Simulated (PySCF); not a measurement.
Dipole moment and polarisability across levels of theory

Compound: dimethylsilane, C2H8Si.
Cartesian coordinates in Å at the PBE0-D3(BJ)/def2-SVP level; atoms count from 1:
```
atom  x, y, z in Å
C1     1.4897    0.5482   -0.2089
Si2    0.1217   -0.7345    0.0448
C3    -1.5663    0.0882    0.1610
H4     2.2190    0.5280    0.6146
H5     1.0673    1.5637   -0.2587
H6     2.0383    0.3672   -1.1453
H7     0.3718   -1.5160    1.2990
H8     0.1210   -1.7154   -1.0883
H9    -2.3635   -0.6529    0.3248
H10   -1.5898    0.8031    0.9988
H11   -1.8003    0.6401   -0.7630
```

PySCF, dipoles from the SCF density, polarisabilities from static response with core orbitals frozen. Isolated species at its PBE0-D3(BJ)/def2-SVP geometry, gas phase.

Question: Compare the levels for these properties.

Answer: 

| level | μ (D) | error (%) | α (Å³) | anisotropy (Å³) |
| --- | --- | --- | --- | --- |
| LDA/def2-SVPD | 0.809 | +7.9 | 8.58 | 1.50 |
| PBE/def2-SVPD | 0.802 | +6.9 | 8.39 | 1.47 |
| B3LYP/def2-SVPD | 0.757 | +0.9 | 8.16 | 1.34 |
| PBE0/def2-SVPD | 0.786 | +4.8 | 8.09 | 1.34 |
| BHandHLYP/def2-SVPD | 0.736 | -1.8 | 7.87 | 1.22 |
| CAM-B3LYP/def2-SVPD | 0.743 | -0.9 | 8.05 | 1.26 |
| wB97X-D/def2-SVPD | 0.773 | +3.0 | 8.04 | 1.27 |
| LC-wPBE/def2-SVPD | 0.771 | +2.8 | 7.85 | 1.19 |
| HF/def2-SVPD | 0.737 | -1.7 | 7.56 | 1.06 |
| PBE0/6-31G* | 0.864 | +15.3 | 6.45 | 0.85 |
| PBE0/6-31+G* | 0.803 | +7.1 | 7.25 | 0.97 |
| PBE0/def2-SVP | 0.807 | +7.6 | 6.95 | 0.82 |
| PBE0/aug-cc-pVDZ | 0.782 | +4.3 | 8.29 | 1.39 |
| PBE0/def2-TZVP | 0.811 | +8.1 | 7.80 | 1.21 |
| PBE0/def2-TZVPD | 0.799 | +6.5 | 8.23 | 1.39 |

Reference dipole: 0.750 D (measured, gas; NIST CCCBDB Release 22 (SRD 101), experimental dipoles). The anisotropy is √(½[(α1 − α2)² + (α2 − α3)² + (α3 − α1)²]). For the dipole, the smallest error is 0.9% (B3LYP/def2-SVPD and CAM-B3LYP/def2-SVPD) and the largest 15.3% (PBE0/6-31G*). The dipole runs from 0.74 D (BHandHLYP/def2-SVPD) to 0.86 D (PBE0/6-31G*). No reference polarisability is at hand; against PBE0 in the largest diffuse basis at hand (def2-TZVPD) the other PBE0 rows deviate by 6-31G* -22%, 6-31+G* -12%, def2-SVP -16%, def2-SVPD -2%, aug-cc-pVDZ +1%, def2-TZVP -5%. In one basis (def2-SVPD) the functionals order the polarisability from HF (lowest) to LDA (highest), a spread of 13%. With PBE0 the polarisability is 7.07 Å³ without diffuse functions (mean of 6-31G*, def2-SVP and def2-TZVP) and 7.96 Å³ with them (mean of 6-31+G*, def2-SVPD, aug-cc-pVDZ and def2-TZVPD). Measured values can belong to vibrating molecules and may average over conformers; the computed ones are for one fixed geometry.
